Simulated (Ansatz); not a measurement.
Reaction (hydrogenolysis of a B–O bond): `BBO` + H₂ → `BB` + H₂O

Calculated with Ansatz (gas phase, PBE0-D4/def2-TZVP geometries, no zero-point term in ΔE). CCSD(T)/CBS is the MP2 limit (def2-TZVPP, def2-QZVPP) plus CCSD(T) − MP2 in def2-TZVPP, frozen cores. This one scheme is used for every species. DFT in def2-TZVPP. Each species was taken in one conformer, which may not be the lowest.

Question: Is it downhill or uphill in electronic energy at CCSD(T)/CBS, and by how much? (Estimate.)

Answer: The calculation gave: Uphill: ΔE = +101.4 kJ/mol.

Question: What do these levels give: r2SCAN-D4, r2SCANh-D4, r2SCAN0-D4, CAM-B3LYP-D4, ωB97X-V, CAM-B3LYP? (An estimate is asked.)

Answer: The calculation gave: r2SCAN-D4 104.6, r2SCANh-D4 103.7, r2SCAN0-D4 102.4, CAM-B3LYP-D4 106.1, ωB97X-V 103.1, CAM-B3LYP 104.5 kJ/mol.

Question: What do rigid-rotor, harmonic-oscillator terms from PBE0-D4/def2-TZVP frequencies (298.15 K, 1 bar) make of the CCSD(T)/CBS value? (Estimate.)

Answer: Computed: ΔZPE = +7.5 kJ/mol, ΔH = +108.7 kJ/mol, ΔS = 21 J/(mol·K), ΔG = +102.4 kJ/mol.

Largest T1 diagnostic among the species: 0.013.

Leaving LDA and LC-ωPBE aside and taking each functional with its dispersion term where it has one, the values, not all of them listed here, spread over 7.1 kJ/mol, from B97M-V to BLYP-D4. LDA lies +7.3 kJ/mol from PBE without D4. At CCSD(T), def2-SVP lies +26.1 kJ/mol from the extrapolated value and def2-TZVPP +3.4 kJ/mol. From BLYP to BHLYP (50 % exact exchange), in def2-TZVPP and without D4, ΔE moves by −3.5 kJ/mol.
